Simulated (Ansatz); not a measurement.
**SiPO (doublet): the correlation ladder, def2-QZVPP**

The task here is to estimate one member of a computed series from the others.

Method: def2-QZVPP, core rule «outside noble gas», up to 11 orbitals frozen; program: Ansatz 0.2.0, Gaussian basis.

To be run: UHF; ROHF; CCSD(T) on UHF.

2 further runs of the same task are left out: 2 set aside as unsound or not needed. Runs told in other sessions of the task aren't counted.

### What is computed

The geometry is a PBE0/def2-TZVP stationary point (not a proven minimum).

3 atoms, charge 0, spin multiplicity 2.

Atoms are counted from 1 here; the program's logs count them from 0.

Bond lengths: P1–O2 1.620 Å, O2–Si3 1.627 Å. Angles: P1–O2–Si3 180.0°.

Coordinates:

```xyz
3
OPSi
P     0.0000    0.0000   -1.6221
O     0.0000    0.0000   -0.0026
Si    0.0000    0.0000    1.6247
```

The first run:

in.yaml

```yaml
crystal:
  periodic: [false, false, false]
  atoms:
    - {symbol: P, position_ang: [0.000000, 0.000000, -1.622100]}
    - {symbol: O, position_ang: [0.000000, 0.000000, -0.002600]}
    - {symbol: Si, position_ang: [0.000000, 0.000000, 1.624700]}
basis:
  gaussian: {orbitals: "def2-QZVPP.json"}
magnetization: {spin_polarized: true, initial_magnetization: 1}
hamiltonian: {xc: hf}
output: {orbitals: {seedname: orbitals}}
```

Started as:

```
ansatz run in.yaml --threads 1 --pin off --events-out ev --progress --plain --max-ram 2393MiB
```

Among the steps run: UHF; ROHF; CCSD(T) on UHF.

One of the session's tables, all rows but one given; the rest of the session is left out.

```
  method  from UCCSD(T) (meV)
    ROHF             +15026.0
     UHF             +13154.6
    UMP2              +1327.0
   UCCSD                    ?
UCCSD(T)                    0
```

**Question.** Estimate the row for UCCSD.

The run gave: from UCCSD(T) (meV): +624.2. In the column «from UCCSD(T) (meV)» it lies between UCCSD(T) (0) and UMP2 (+1327.0).

Caveats from the session: The determinant of HF (⟨S²⟩ 1.77) is far from a pure spin state, so its energy mixes those of several spin states; that is harmless only where they are near-degenerate. The determinant of CCSD(T) (⟨S²⟩ 1.77) is far from a pure spin state, so its energy mixes those of several spin states; high orders of coupled cluster remove much of that, low ones don't.
